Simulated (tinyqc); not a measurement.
Inside a calculation. Method: CIS and TDHF on RHF in the sto-3g basis, frozen core, for HF, spin multiplicity 1. One step of it, computed by the program tinyqc.

Question. TDHF (RPA) triplet states. B(ia,jb) = - (ib|ja); the squared energies are the eigenvalues of (A - B)(A + B); 1 hartree = 27.211386 eV.

CIS matrix A, triplet (hartree), order 2>6, 3>6, 4>6, 5>6:
$$\begin{pmatrix}
1.272914 & -0.060859 & 0.000000 & 0.000000 \\
-0.060859 & 0.378443 & 0.000000 & 0.000000 \\
0.000000 & 0.000000 & 0.320097 & 0.000000 \\
0.000000 & 0.000000 & 0.000000 & 0.320097
\end{pmatrix}$$

Two-electron integrals over orbitals (pq|rs), unique and non-zero (hartree); the lowest 1 orbital is frozen and left out:
```
(22|22) 0.860943    (32|22) -0.034586   (32|32) 0.150440    (33|22) 0.731219
(33|32) -0.032775   (33|33) 0.727015    (42|42) 0.184701    (43|42) -0.037033
(43|43) 0.042242    (44|22) 0.885258    (44|32) -0.075292   (44|33) 0.723172
(44|44) 0.997514    (52|52) 0.184701    (53|52) -0.037033   (53|53) 0.042242
(54|54) 0.053770    (55|22) 0.885258    (55|32) -0.075292   (55|33) 0.723172
(55|44) 0.889973    (55|55) 0.997514    (62|22) -0.112453   (62|32) -0.059731
(62|33) -0.029432   (62|44) -0.110319   (62|55) -0.110319   (62|62) 0.093828
(63|22) -0.195604   (63|32) 0.091989    (63|33) -0.110898   (63|44) -0.217039
(63|55) -0.217039   (63|62) 0.049433    (63|63) 0.199720    (64|42) -0.036900
(64|43) -0.018182   (64|64) 0.030504    (65|52) -0.036900   (65|53) -0.018182
(65|65) 0.030504    (66|22) 0.664529    (66|32) 0.060859    (66|33) 0.664525
(66|44) 0.641543    (66|55) 0.641543    (66|62) -0.062368   (66|63) -0.019118
(66|66) 0.700839
```

Give: TDHF matrix B, triplet; squared energies w^2; TDHF energies from the positive w^2.

Answer.

TDHF matrix B, triplet (hartree), order 2>6, 3>6, 4>6, 5>6:
$$\begin{pmatrix}
-0.094 & -0.049 & 0.000 & 0.000 \\
-0.049 & -0.200 & 0.000 & 0.000 \\
0.000 & 0.000 & -0.031 & 0.000 \\
0.000 & 0.000 & 0.000 & -0.031
\end{pmatrix}$$

squared energies w^2 (hartree^2): [0.097, 0.102, 0.102, 1.621]

TDHF energies from the positive w^2 (eV): [8.466, 8.671, 8.671, 34.640]
